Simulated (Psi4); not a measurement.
**Psi4 input wanted**

PH has 2 atoms, charge 0, and is taken as a triplet. As SMILES, `[PH]`. The coordinates come from a PBE0-D4/def2-TZVP relaxation. The run starts from this shape.

```
atom   x (Å)   y (Å)    z (Å)
   P  0.0000  0.0000  -0.0146
   H  0.0000  0.0000   1.4137
```

Settings wanted:

```yaml
task: optimise
method: DFT
functional: PBE0
dispersion: D4
basis_set: def2-SVP
reference: UKS
relativity: none
integrals: df
integral_approximation: program's default
core_potential: none
frozen_core_orbitals: 0
integration_grid: 75 radial × 302 angular
symmetry: auto
threads: 1
geom_maxiter: 60
```

Task: Give a Psi4 1.11 job that does this.

Result: This one ran through:

job.inp:
```
memory 1600 MB

molecule {
  0 3
  P      0.000000     0.000000    -0.014610
  H      0.000000     0.000000     1.413680
}

set basis def2-SVP
set reference uks
set geom_maxiter 60

e_tot = optimize("pbe0-d4")
print_variables()
```

```bash
$ psi4 -i job.inp -o job.out -n 1
```

Calculated total energy at the end of the run: -341.63799 Eh.
